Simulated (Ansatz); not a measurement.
Species: CH5Si, net charge -1, singlet state. It need not be the lowest isomer of its formula. Whether it binds its extra electron was not tested at this geometry. SMILES: C[SiH2-]
Coordinates optimised at B3LYP-D3(BJ)/def2-TZVP (Ansatz, a program for electronic structure):
```
C
H 1 1.0956
H 1 1.0968 2 107.69
H 1 1.0968 2 107.69 3 114.60
Si 1 1.9807 2 114.72 4 122.70
H 5 1.5470 1 96.56 2 -47.16
H 5 1.5470 6 93.51 1 -97.03
```
Charge -1, spin multiplicity 1.

Parts of the frozen-core correlation energy in STO-3G (Ansatz, hartree). Frozen orbitals: 6; correlated occupied orbitals by spin: 7 and 7; virtual: 6 and 6. No spin-orbit coupling. No relativistic terms.

| term | value |
|---|---|
| reference (HF) | -325.69904 |
| MP2 opposite-spin | [?] |
| MP2 same-spin | -0.00568 |
| CCSD correlation | [?] |
| (T) | [?] |
| FCI minus CCSD(T) | -0.00024 |
| T1 diagnostic | 0.007 |
| largest doubles amplitude | 0.068 |

Q: Some entries are withheld; supply them.

A: 
- MP2 opposite-spin, value: -0.08207
- CCSD correlation, value: -0.12131
- (T), value: -0.00062
